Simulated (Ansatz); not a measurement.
This Ansatz (an electronic-structure program) input (CCSD(T)/cc-pV(D+d)Z) gives -559.20184 Eh with 37 basis functions. A basis named .json is the Basis Set Exchange file of that set (core-valence sets with the plain set on hydrogen).

Ansatz 0.2 input:
```yaml
crystal:
  periodic: [false, false, false]
  atoms:
    - {symbol: F, position_ang: [-0.00000000, -0.00000000, -1.07291806]}
    - {symbol: Cl, position_ang: [0.00000000, 0.00000000, 0.56801544]}
basis:
  gaussian:
    orbitals: cc-pV_D+d_Z.json
magnetization: {spin_polarized: false}
correlation: {method: ccsd_t, electrons: outside_noble_gas}
```

Change:
```diff
- orbitals: cc-pV_D+d_Z.json
+ orbitals: cc-pV_T+d_Z.json
```

What does the run give now?

-559.38308 Eh (CCSD(T)/cc-pV(T+d)Z, 69 functions), a change of -181.24 mEh.
